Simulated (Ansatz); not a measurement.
# Cl2+ (doublet): shape, modes and thermochemistry

Aim: relax Cl2+ (doublet) from a cheap starting geometry, check the end point by its vibrations and derive ideal-gas thermochemistry, and look at its orbitals and charge.

The runs use Ansatz 0.2.0, Gaussian basis; UKS PBE0-D4/def2-TZVP.

Plan: relaxation at PBE0-D4/def2-TZVP; harmonic vibrations at the same level; a single point in def2-TZVPP for the fields.

**1. Starting geometry**

2 atoms, charge 1, spin multiplicity 2.

Atoms are counted from 1 here; the program's logs count them from 0.

Bond lengths: Cl1–Cl2 1.959 Å.

Coordinates:

```xyz
2
charge 1, multiplicity 2
Cl    0.8359   -0.2783    0.4286
Cl   -0.8359    0.2783   -0.4286
```

The start is a GFN2-xTB geometry.

**2. Relaxation at PBE0-D4/def2-TZVP**

File in.yaml:

```yaml
crystal:
  periodic: [false, false, false]
  atoms:
    - {symbol: Cl, position_ang: [0.835870, -0.278300, 0.428580]}
    - {symbol: Cl, position_ang: [-0.835870, 0.278300, -0.428580]}
basis:
  gaussian: {orbitals: def2-TZVP}
total_charge: 1
magnetization: {spin_polarized: true, initial_magnetization: 1}
hamiltonian: {xc: pbe0, dispersion: d4}
relax: {f_tol: 0.005, max_steps: 150}
```

Command:

```console
$ ansatz run in.yaml --threads 2 --pin off --events-out ev --progress --plain --max-ram 32768MiB --backend cpu
```

After this run come: Harmonic vibrations; Fields at the relaxed geometry.

**Question.** What will the summary of the whole plan be? Wanted: point group; shift from the start; total energy; dispersion term; wavenumber; HOMO, LUMO.

**Answer**, as computed:

| quantity | value |
| --- | --- |
| point group | D∞h |
| steps | 3 |
| shift from the start (rms) | 0.038 Å |
| total energy | -25025.6276 eV |
| dispersion term | -22 meV |
| wavenumber | 673 cm⁻¹ |
| HOMO, LUMO (alpha spin) | -16.79, -10.39 eV |

**Reading.** The atoms moved 0.04 Å (rms) from the start; Cl1–Cl2 went from 1.959 to 1.884 Å. No mode is imaginary: a true minimum at this level. The stiffest mode, 673 cm⁻¹, is a Cl–Cl stretch. The largest Mulliken charge, +0.50 e, sits on Cl2. The alpha HOMO lies mostly on Cl1, Cl2 about 50 % each and the LUMO on Cl1, Cl2 about 50 % each. The unpaired spin sits mainly on Cl1, Cl2 about 50 % each.
